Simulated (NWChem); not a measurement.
System: fluoromethane (CH3F); SMILES CF

```xyz
5

C      0.0000     0.0000    -0.6018
F      0.0000     0.0000     0.7616
H      0.7326     0.7326    -0.9796
H      0.2681    -1.0007    -0.9796
H     -1.0007     0.2681    -0.9796
```
Atoms are numbered in this order, from 1.

Results from NWChem. Pople sets run with spherical d functions. Structure relaxed at the PBE0/def2-SVP level. Level: PBE/6-31G* with SMD (1 M gas to 1 M solution), gas-phase geometry.

```json
[
 {"solvent": "water", "dielectric constant": "78.4", "solvation free energy (kcal/mol)": "(withheld)", "cavity-dispersion-structure term (kcal/mol)": "(withheld)", "dipole in solution (D)": "1.79"},
 {"solvent": "acetonitrile", "dielectric constant": "35.7", "solvation free energy (kcal/mol)": "-1.1", "cavity-dispersion-structure term (kcal/mol)": "1.0", "dipole in solution (D)": "1.79"},
 {"solvent": "acetone", "dielectric constant": "20.5", "solvation free energy (kcal/mol)": "-1.2", "cavity-dispersion-structure term (kcal/mol)": "0.9", "dipole in solution (D)": "1.78"},
 {"solvent": "2-propanol", "dielectric constant": "19.3", "solvation free energy (kcal/mol)": "-1.1", "cavity-dispersion-structure term (kcal/mol)": "1.0", "dipole in solution (D)": "1.78"}
]
```

Problem. Some entries are withheld; supply them.

Solution. 
- water, solvation free energy (kcal/mol): 0.8
- water, cavity-dispersion-structure term (kcal/mol): 3.0
